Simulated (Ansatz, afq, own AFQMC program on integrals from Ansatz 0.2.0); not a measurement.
**C, triplet in 6-31G, levels against full CI**

A free C atom.

Basis 6-31G. Only valence electrons are correlated. AFQMC by an in-house program on the Cholesky factors that Ansatz 0.2.0 writes for its CCSD(T) run. The CISD trial takes its coefficients from CCSD amplitudes. Released means that phaseless walkers are propagated on without the constraint, phases kept. Free AFQMC starts from the CCSD state and is never constrained. Its projection time is finite, and what remains of the start isn't in its error. Error bars are statistical, one sigma.

Determinant: UHF, the one that the program's search chose, which needn't be the lowest solution.

Full CI on the same integrals is exact in this basis and with this determinant's frozen core.

The T1 diagnostic is 0.0032 and the weight of the determinant in the CISD state is 0.969. The ⟨S²⟩ of the determinant is 2.002 and the size of the correlated space is 4 electrons in 8 orbitals.

Reference: full CI, correlation energy -1.019 eV. The released energy is read at 1.50 1/Eh (meV from the phaseless value at times in 1/Eh: -2.8 ± 2.1 at 0.24, -0.64 ± 0.25 at 0.50, -1.3 ± 0.3 at 1.00, -1.98 ± 0.24 at 1.50).

```tsv
level	E − E(reference) (kcal/mol)	share of correlation (%)
HF	23.50	0.00
MP2	8.83	62.44
CCSD	0.30	98.73
CCSD(T)	0.09	99.62
CCSDT	0.00	100.00
CCSDT(Q)	0.00	100.00
ph-AFQMC/HF	1.81 ± 0.22	92.29
ph-AFQMC/CISD	0.05 ± 0.007	99.79
released AFQMC	0.00 ± 0.006	99.99
free AFQMC	0.00 ± 0.004	100.00
```

CCSDT and higher add their correlation energy to the determinant of the CCSD(T) run, since their own runs factorise the integrals more tightly (a shift of under 2 meV). Free projections are given only where their last times agree within the noise and don't stop above the reference; a slow remainder of the start can still hide under it. A walk keeps the symmetry of its determinant, which the program's search chose and which needn't be the lowest solution, so a lower state of the same spin and another symmetry isn't excluded. Released energies are given only where the last usable release times agree within the noise; a slower fall can still hide under it.
